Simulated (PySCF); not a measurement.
PySCF input file for CH3NO, SMILES NC=O, TDDFT-LC-ωPBE/def2-SVPD. Geometry optimised at B3LYP-D3(BJ)/def2-TZVP. Other conformers were not sampled.

```python
import numpy as np
from pyscf import gto, scf, dft, tdscf

mol = gto.M(
    atom='''
    N     0.15747520   -1.08120442    0.00000000
    C    -0.38560668    0.16171494    0.00000000
    O     0.24534263    1.19337567    0.00000000
    H     1.15955293   -1.18275087    0.00000000
    H    -0.42002242   -1.90304199    0.00000000
    H    -1.49095788    0.13692883    0.00000000
    ''',
    basis='def2-SVPD',
    charge=0,
    spin=0,
    symmetry=True,
    max_memory=1600,
    verbose=4,
)
mf = dft.RKS(mol, xc='lc_wpbe').density_fit(auxbasis='def2-universal-jkfit')
mf.grids.level = 3
mf.conv_tol = 1e-9
mf.max_cycle = 100
mf.kernel()
mf.grids = dft.Grids(mol).set(level=1).build(with_non0tab=True)  # coarser grid for the response kernel
td = tdscf.TDDFT(mf)
td.singlet = True
td.nstates = 10
td.conv_tol = 1e-4
td.positive_eig_threshold = 1e-6
td.kernel(x0=td.get_init_guess(mf, 15))
td.analyze()
tt = tdscf.TDA(mf)
tt.singlet = False
tt.nstates = 4
tt.conv_tol = 1e-4
tt.positive_eig_threshold = 1e-6
tt.kernel(x0=tt.get_init_guess(mf, 9))
tt.analyze(verbose=3)
```

Program output:

```
PySCF version 2.14.0

[INPUT] verbose = 4
[INPUT] num. atoms = 6
[INPUT] num. electrons = 24
[INPUT] charge = 0
[INPUT] spin (= nelec alpha-beta = 2S) = 0
[INPUT] symmetry True subgroup None
[INPUT] Mole.unit = angstrom
[INPUT] Symbol           X                Y                Z      unit          X                Y                Z       unit  Magmom
[INPUT]  1 N      0.157475200000  -1.081204420000   0.000000000000 AA    0.297584999411  -2.043180238469   0.000000000000 Bohr   0.0
[INPUT]  2 C     -0.385606680000   0.161714940000   0.000000000000 AA   -0.728691017003   0.305596946850   0.000000000000 Bohr   0.0
[INPUT]  3 O      0.245342630000   1.193375670000   0.000000000000 AA    0.463630377380   2.255153180019   0.000000000000 Bohr   0.0
[INPUT]  4 H      1.159552930000  -1.182750870000   0.000000000000 AA    2.191237464637  -2.235075217891   0.000000000000 Bohr   0.0
[INPUT]  5 H     -0.420022420000  -1.903041990000   0.000000000000 AA   -0.793727339977  -3.596228164647   0.000000000000 Bohr   0.0
[INPUT]  6 H     -1.490957880000   0.136928830000   0.000000000000 AA   -2.817502056462   0.258757987257   0.000000000000 Bohr   0.0

nuclear repulsion = 71.336419399303
point group symmetry = Cs
symmetry origin: [-7.8738586e-10  2.3621576e-09  0.0000000e+00]
symmetry axis x: [ 1.00000000e+00 -4.16311432e-10  0.00000000e+00]
symmetry axis y: [4.16311432e-10 1.00000000e+00 0.00000000e+00]
symmetry axis z: [0. 0. 1.]
num. orbitals of irrep A' = 62
num. orbitals of irrep A" = 25
number of shells = 37
number of NR pGTOs = 123
number of NR cGTOs = 87
basis = def2-SVPD
ecp = {}


******** <class 'pyscf.df.df_jk.DFSymAdaptedRKS'> ********
method = DFSymAdaptedRKS
initial guess = minao
damping factor = 0
level_shift factor = 0
DIIS = <class 'pyscf.scf.diis.CDIIS'>
diis_start_cycle = 1
diis_space = 8
diis_damp = 0
SCF conv_tol = 1e-09
SCF conv_tol_grad = None
SCF max_cycles = 100
direct_scf = False
XC library pyscf.dft.libxc version 7.1.2
    S. Lehtola, C. Steigemann, M. J. T. Oliveira, and M. A. L. Marques,  SoftwareX 7, 1–5 (2018)
XC functionals = lc_wpbe
    O. A. Vydrov and G. E. Scuseria,  J. Chem. Phys. 125, 234109 (2006)
radial grids:
    Treutler-Ahlrichs [JCP 102, 346 (1995); DOI:10.1063/1.469408] (M4) radial grids

becke partition: Becke, JCP 88, 2547 (1988); DOI:10.1063/1.454033
pruning grids: <function nwchem_prune>
grids dens level: 3
symmetrized grids: True
atomic radii adjust function: <function treutler_atomic_radii_adjust>
small_rho_cutoff = 0
Freeze 0 electrons in irreps []
    24 free electrons in irreps A' A"
Set gradient conv threshold to 3.16228e-05
Initial guess from minao.
tot grids = 71528
Create RSH-DF object <pyscf.df.df.DF object> for omega=0.4
******** <class 'pyscf.df.df.DF'> ********
auxbasis = auxmol.basis = def2-universal-jkfit
init E= -170.02555254804
HOMO (A") = -0.344110574116745  LUMO (A") = -0.00652604501669951  gap/eV = 9.18614
cycle= 1 E= -169.534392850114  delta_E= 0.491  |g|= 0.83  |ddm|=  2.8
HOMO (A') = -0.20895036926253  LUMO (A') = 0.0651792633085599  gap/eV = 7.45945
cycle= 2 E= -169.407758514544  delta_E= 0.127  |g|= 1.23  |ddm|= 1.67
HOMO (A') = -0.379476889715078  LUMO (A') = 0.0835620149000644  gap/eV = 12.59993
cycle= 3 E= -169.681856885969  delta_E= -0.274  |g|= 0.0599  |ddm|= 1.01
HOMO (A') = -0.38218004052968  LUMO (A') = 0.0847899322623156  gap/eV = 12.70690
cycle= 4 E= -169.682571872635  delta_E= -0.000715  |g|= 0.0383  |ddm|= 0.0917
HOMO (A') = -0.384554588803657  LUMO (A') = 0.0866835418648804  gap/eV = 12.82304
cycle= 5 E= -169.682896167408  delta_E= -0.000324  |g|= 0.00695  |ddm|= 0.0392
HOMO (A') = -0.38529869245464  LUMO (A') = 0.0868956816839992  gap/eV = 12.84906
cycle= 6 E= -169.682926233752  delta_E= -3.01e-05  |g|= 0.00221  |ddm|= 0.0194
HOMO (A') = -0.385718505479042  LUMO (A') = 0.0869514685369834  gap/eV = 12.86201
cycle= 7 E= -169.682930269066  delta_E= -4.04e-06  |g|= 0.000517  |ddm|= 0.00828
HOMO (A') = -0.385743037556872  LUMO (A') = 0.0869766348016907  gap/eV = 12.86336
cycle= 8 E= -169.682930472604  delta_E= -2.04e-07  |g|= 0.000153  |ddm|= 0.00165
HOMO (A') = -0.385794423225512  LUMO (A') = 0.0869785057623194  gap/eV = 12.86481
cycle= 9 E= -169.682930481324  delta_E= -8.72e-09  |g|= 3.68e-05  |ddm|= 0.000295
HOMO (A') = -0.38579182111386  LUMO (A') = 0.0869809889761375  gap/eV = 12.86480
cycle= 10 E= -169.682930481824  delta_E= -5e-10  |g|= 5.89e-06  |ddm|= 7.92e-05
HOMO (A') = -0.385793121801118  LUMO (A') = 0.0869812549928115  gap/eV = 12.86485
Extra cycle  E= -169.68293048184  delta_E= -1.61e-11  |g|= 2.57e-06  |ddm|= 1.49e-05
converged SCF energy = -169.68293048184
tot grids = 22896
Overwritten attributes  positive_eig_threshold  of <class 'pyscf.tdscf.rks.TDDFT'>


******** <class 'pyscf.tdscf.rks.TDDFT'> for <class 'pyscf.df.df_jk.DFSymAdaptedRKS'> ********
nstates = 10 singlet
deg_eia_thresh = 1.000e-03
wfnsym = None
conv_tol = 0.0001
eigh lindep = 1e-12
eigh level_shift = 0
eigh max_cycle = 100


Excitation energies (eV)
[ 5.6301618   7.7357253   7.96963987  8.23072151  8.92411698  8.94399628
  9.57137331  9.81296289  9.91487524 10.2592632 ]

** Singlet excitation energies and oscillator strengths **
Excited State   1:   A"      5.63016 eV    220.21 nm  f=0.0006
      12 -> 14        0.69982
Excited State   2:   A'      7.73573 eV    160.27 nm  f=0.1094
      11 -> 14        0.58920
      12 -> 13       -0.35750
Excited State   3:   A"      7.96964 eV    155.57 nm  f=0.0156
      11 -> 13        0.66667
      11 -> 15        0.16485
Excited State   4:   A'      8.23072 eV    150.64 nm  f=0.1605
      11 -> 14       -0.30724
      12 -> 13       -0.49780
      12 -> 15        0.33075
      12 -> 16       -0.13464
Excited State   5:   A"      8.92412 eV    138.93 nm  f=0.0028
      11 -> 13        0.14471
      11 -> 15       -0.62724
      11 -> 16       -0.22605
Excited State   6:   A'      8.94400 eV    138.62 nm  f=0.1484
      11 -> 14        0.16178
      12 -> 13        0.21667
      12 -> 15        0.57507
      12 -> 16        0.25662
Excited State   7:   A'      9.57137 eV    129.54 nm  f=0.0894
      12 -> 13       -0.23809
      12 -> 15       -0.14938
      12 -> 16        0.54627
      12 -> 18        0.28767
Excited State   8:   A"      9.81296 eV    126.35 nm  f=0.0139
       9 -> 13       -0.11573
      11 -> 15        0.21721
      11 -> 16       -0.61402
      11 -> 18        0.11218
      12 -> 17       -0.11617
Excited State   9:   A"      9.91488 eV    125.05 nm  f=0.0039
      11 -> 16        0.10593
      12 -> 17       -0.68992
Excited State  10:   A"     10.25926 eV    120.85 nm  f=0.0024
      10 -> 14        0.69254

** Transition electric dipole moments (AU) **
state          X           Y           Z        Dip. S.      Osc.
  1         0.0000     -0.0000      0.0676      0.0046      0.0006
  2         0.0819     -0.7554     -0.0000      0.5774      0.1094
  3        -0.0000      0.0000     -0.2828      0.0800      0.0156
  4         0.2164      0.8655     -0.0000      0.7960      0.1605
  5         0.0000     -0.0000      0.1136      0.0129      0.0028
  6         0.6776     -0.4671      0.0000      0.6772      0.1484
  7         0.4526      0.4200      0.0000      0.3813      0.0894
  8         0.0000     -0.0000     -0.2408      0.0580      0.0139
  9        -0.0000      0.0000     -0.1259      0.0159      0.0039
 10        -0.0000      0.0000     -0.0982      0.0096      0.0024

** Transition velocity dipole moments (imaginary part, AU) **
state          X           Y           Z        Dip. S.      Osc.
  1         0.0000      0.0000      0.0181      0.0003      0.0011
  2         0.0222     -0.2126     -0.0000      0.0457      0.1071
  3         0.0000      0.0000     -0.1011      0.0102      0.0233
  4         0.0671      0.2588      0.0000      0.0715      0.1576
  5        -0.0000     -0.0000      0.0388      0.0015      0.0031
  6         0.2234     -0.1604     -0.0000      0.0756      0.1534
  7         0.1607      0.1490      0.0000      0.0480      0.0910
  8        -0.0000     -0.0000     -0.0829      0.0069      0.0127
  9         0.0000      0.0000     -0.0433      0.0019      0.0034
 10        -0.0000     -0.0000     -0.0436      0.0019      0.0034

** Transition magnetic dipole moments (imaginary part, AU) **
state          X           Y           Z
  1        -0.4390     -0.9860      0.0000
  2        -0.0000      0.0000     -0.5605
  3        -0.5524     -0.0240     -0.0000
  4         0.0000     -0.0000     -0.0952
  5         0.0136      0.0788     -0.0000
  6         0.0000     -0.0000     -0.1126
  7         0.0000     -0.0000      0.7500
  8         0.5659      0.0605      0.0000
  9        -0.1535      0.1648      0.0000
 10         1.0877     -0.9657      0.0000
Overwritten attributes  positive_eig_threshold  of <class 'pyscf.tdscf.rks.TDA'>


******** <class 'pyscf.tdscf.rks.TDA'> for <class 'pyscf.df.df_jk.DFSymAdaptedRKS'> ********
nstates = 4 triplet
deg_eia_thresh = 1.000e-03
wfnsym = None
conv_tol = 0.0001
eigh lindep = 1e-12
eigh level_shift = 0
eigh max_cycle = 100


Excitation energies (eV)
[5.07411456 5.55215263 7.63112174 7.81641135]

** Triplet excitation energies and oscillator strengths **
Excited State   1:   A"      5.07411 eV    244.35 nm  f=0.0000
Excited State   2:   A'      5.55215 eV    223.31 nm  f=0.0000
Excited State   3:   A"      7.63112 eV    162.47 nm  f=0.0000
Excited State   4:   A'      7.81641 eV    158.62 nm  f=0.0000
```

The calculation finished and met its thresholds.

Cost: around 30 core-seconds (rough).
